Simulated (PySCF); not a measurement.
## Partners of beryllium hydride

Gas-phase complexes of beryllium hydride, each in one structure from a short search with a few starts, optimised by PBE0-D3(BJ)/def2-SVPD or PBE0-D3(BJ)/def2-TZVPD; other ways of binding may lie lower. Energies in kcal/mol, PBE0-D3(BJ)/def2-TZVPD, counterpoise-corrected (PySCF): interaction is complex less parts frozen as they stand in it, binding adds what it costs to deform them. Contacts are written partner···beryllium hydride; electrostatic, Pauli and orbital are terms of the uncorrected same energy, whose rest is dispersion or correlation.

2 other partners are left out, for which the search missed the form known or expected to bind best.

Frequency runs check only 8 of the 9 structures; these show no clear imaginary mode.

Question: Order these partners of beryllium hydride by binding energy, strongest first: hydrogen cyanide, fluoride, acetonitrile, ammonia, iodine monochloride, formaldehyde, acetylene, bromide, ethylene.

Answer: fluoride (-79.5), bromide (-37.1), ammonia (-25.8), acetonitrile (-19.4), formaldehyde (-16.6), hydrogen cyanide (-15.5), acetylene (-14.6), ethylene (-11.6), iodine monochloride (-6.8).
| partner | contact | distance (Å) | binding | interaction | electrostatic | Pauli | orbital |
| --- | --- | --- | --- | --- | --- | --- | --- |
| fluoride | F···Be | 1.47 | -79.5 | -98.6 | -112.5 | 77.7 | -63.7 |
| bromide | Br···Be | 2.18 | -37.1 | -51.4 | -54.0 | 47.9 | -44.8 |
| ammonia | N···Be | 1.77 | -25.8 | -34.5 | -58.6 | 57.9 | -33.2 |
| acetonitrile | N···Be | 1.71 | -19.4 | -28.5 | -44.9 | 52.7 | -35.7 |
| formaldehyde | O···Be | 1.63 | -16.6 | -24.9 | -43.4 | 55.1 | -36.0 |
| hydrogen cyanide | N···Be | 1.73 | -15.5 | -23.6 | -40.4 | 51.0 | -33.7 |
| acetylene | C···Be | 1.91 | -14.6 | -25.9 | -49.7 | 76.6 | -52.0 |
| ethylene | C···Be | 2.01 | -11.6 | -21.9 | -43.0 | 66.5 | -44.5 |
| iodine monochloride | Cl···Be | 2.13 | -6.8 | -12.2 | -29.9 | 54.1 | -35.4 |

Atoms past Kr carry effective core potentials.
